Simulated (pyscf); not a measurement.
Single points on ωB97X-D3(BJ)/def2-SVP structures (PySCF, gas phase).

Question: Estimate by transition-state theory the rate constant of `[OH][GeH3]` + `[OH][GeH3]` → `[GeH3][O][GeH3]` + `[OH2]` (singlet surface; Ge–O, H–O broken, Ge–O, H–O formed) at 298 K, with ωB97M-D3(BJ)/def2-TZVP energies (ideal gas, 1 atm, RRHO with modes under 100 cm⁻¹ raised to 100, one conformer, R ln 2 for chiral ones without a mode under 150 cm⁻¹; no tunnelling).

Answer: The electronic barrier is 20.7 kcal/mol and the thermal terms add +10.9, so ΔG‡ = 31.6 kcal/mol. With k_BT/h = 6.21e+12 s⁻¹ and RT = 0.592 kcal/mol, and a volume of 4.06e-20 cm³ per molecule at 1 atm, k = 1.8e-30 cm³ molecule⁻¹ s⁻¹. Wigner's tunnelling factor for 683i cm⁻¹ would be 1.45, likely too low at so high a frequency. A shift of 1 kcal/mol in the barrier changes k by a factor 5.4. On the reactant side the descent ends in a complex, 7.2 kcal/mol under the separated species and 26.5 kcal/mol under the saddle at ωB97X-D3(BJ)/def2-TZVP. On the product side the descent ends in a complex (not fully relaxed), 6.0 kcal/mol under the separated species and 29.0 kcal/mol under the saddle at ωB97X-D3(BJ)/def2-TZVP. One saddle was located; it need not be the lowest between these sides. Elements up to Kr have no core potential and no relativistic terms here.
